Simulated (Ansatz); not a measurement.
# CH5B− (SMILES [BH2-]C): UCCSDT/STO-3G

What is the vertical ionisation energy of CH5B− at UCCSDT/STO-3G? 

The calculation is run with Ansatz 0.2.0.

### Step 1. Starting point

CH5B−: 7 atoms, total charge -1, spin state doublet. As SMILES, `[BH2-]C`. The coordinates come from a GFN2-xTB relaxation.

Bond lengths: B1–C2 1.642 Å, B1–H3 1.245 Å, B1–H4 1.245 Å, C2–H5 1.102 Å, C2–H6 1.114 Å, C2–H7 1.102 Å. Angles: B1–C2–H5 112.7°, B1–C2–H6 114.9°, B1–C2–H7 112.6°, C2–B1–H3 113.3°, C2–B1–H4 113.3°, H5–C2–H6 104.9°, H5–C2–H7 105.8°, H6–C2–H7 104.9°, H3–B1–H4 112.0°.

### Step 2. A single-point energy at UCCSDT/STO-3G

Input file input.yaml:

```yaml
crystal:
  periodic: [false, false, false]
  atoms:
    - {symbol: B, position_ang: [-0.367620, -0.876680, 0.296410]}
    - {symbol: C, position_ang: [0.129860, 0.657930, -0.010930]}
    - {symbol: H, position_ang: [0.566410, -1.652080, 0.572900]}
    - {symbol: H, position_ang: [-1.111250, -1.340120, -0.587590]}
    - {symbol: H, position_ang: [0.713810, 1.090030, 0.817870]}
    - {symbol: H, position_ang: [0.779370, 0.770230, -0.909000]}
    - {symbol: H, position_ang: [-0.710590, 1.350700, -0.179660]}
basis:
  gaussian:
    orbitals: STO-3G
total_charge: -1
magnetization:
  spin_polarized: true
  initial_magnetization: 1
correlation:
  method: ccsdt
  frozen_orbitals: {B: 1, C: 1, H: 0}
accuracy: high
scf:
  omitted_lower_state_checks: [cluster_reference, increment]
```

Started as:

```console
$ ansatz run input.yaml --threads 1 --pin off --max-ram 2610MiB --events-out events.jsonl --progress --plain --runs-dir runs
```

Standard output, cut to the lines that bear on the results:

```text
Warning: RAYON_NUM_THREADS=1 ignored (pool sized by the plan → 1); use --threads N
Functional definition: HF
  name "HF"
[...]
254 factors; integrals over basis functions are off by at most 1.4e-8 eV
[...]
mean field -1754.14751521 eV, -64.4637321801 hartree, gradient 1.1e-8 eV, S^2 0.757765; 0 other end points of the search recorded, 0 dependent functions left out
2 core orbitals not correlated: weight in the atoms' cores, before any rotation towards them, 1.000 or more for the frozen orbitals, at most 0.000 for the correlated occupied ones
reference -1754.14751521 eV, -64.4637321801 hartree; 7, 6 occupied and 6, 7 virtual orbitals, 254 factors
second order -2.27469352 eV of doubles, -0.00000000 eV of singles
cycle   1  -2.86776765 eV  change   -5.9e-1 eV  update   5.7e-2
[...]
cycle  20  -3.21560587 eV  change  -4.0e-10 eV  update   1.3e-9
Total energy: -1757.36312108 eV, -64.5819035162 hartree
Checks for a lower state left out: cluster_reference, increment
```

It took 0.75 s on 1 thread of Arm Neoverse V1, shared host.

### Step 3. Singlet neutral CH5B, same level

Input file run.yaml:

```yaml
crystal:
  periodic: [false, false, false]
  atoms:
    - symbol: B
      position_ang: [-0.367620, -0.876680, 0.296410]
    - symbol: C
      position_ang: [0.129860, 0.657930, -0.010930]
    - symbol: H
      position_ang: [0.566410, -1.652080, 0.572900]
    - symbol: H
      position_ang: [-1.111250, -1.340120, -0.587590]
    - symbol: H
      position_ang: [0.713810, 1.090030, 0.817870]
    - symbol: H
      position_ang: [0.779370, 0.770230, -0.909000]
    - symbol: H
      position_ang: [-0.710590, 1.350700, -0.179660]
basis:
  gaussian: {orbitals: STO-3G}
total_charge: 0
accuracy: high
correlation: {method: ccsdt, frozen_orbitals: {B: 1, C: 1, H: 0}}
scf: {omitted_lower_state_checks: [cluster_reference, increment]}
```

Started as:

```console
$ ansatz run run.yaml --threads 1 --pin off --max-ram 2610MiB --events-out events.jsonl --progress --plain --runs-dir runs
```

Standard output, cut to the lines that bear on the results:

```text
Warning: RAYON_NUM_THREADS=1 ignored (pool sized by the plan → 1); use --threads N
[... 2 set-up lines as earlier in the session ...]
[...]
253 factors; integrals over basis functions are off by at most 1.4e-8 eV
[...]
mean field -1758.49857140 eV, -64.6236305460 hartree, gradient 9.7e-8 eV, S^2 0.000000; 0 other end points of the search recorded, 0 dependent functions left out
2 core orbitals not correlated: weight in the atoms' cores, before any rotation towards them, 1.000 or more for the frozen orbitals, at most 0.000 for the correlated occupied ones
reference -1758.49857140 eV, -64.6236305460 hartree; 6, 6 occupied and 7, 7 virtual orbitals, 253 factors
second order -2.50698324 eV of doubles, -0.00000000 eV of singles
cycle   1  -3.14222687 eV  change   -6.4e-1 eV  update   6.0e-2
[...]
cycle  21  -3.50195830 eV  change  -4.4e-10 eV  update  5.5e-10
Total energy: -1762.00052971 eV, -64.7523251399 hartree
Checks for a lower state left out: cluster_reference, increment
```

It took 0.26 s on 1 thread of Arm Neoverse V1, shared host.

### Step 4. What came out

At UCCSDT/STO-3G, 2 core orbitals frozen:

| quantity | value |
| --- | --- |
| doublet CH5B−: total energy | -64.58190 Eh |
| doublet CH5B−: correlation energy (2 core orbitals frozen) | -118.2 mEh |
| doublet CH5B−: ⟨S²⟩ of the reference determinant | 0.758 |
| doublet CH5B−: T1 diagnostic | 0.005 |
| singlet neutral CH5B: total energy | -64.75233 Eh |
| singlet neutral CH5B: correlation energy (2 core orbitals frozen) | -128.7 mEh |
| singlet neutral CH5B: T1 diagnostic | 0.005 |
| vertical ionisation energy (to the singlet neutral) | -4.637 eV |

In words: The species is unbound against losing an electron at this level, by 4.64 eV (−447 kJ/mol); missing correlation or diffuse functions can give that sign where the real anion is bound. Only the singlet of the ionised species was computed; a triplet could lie lower. In a minimal basis such a difference can be off by several eV, whatever the method.
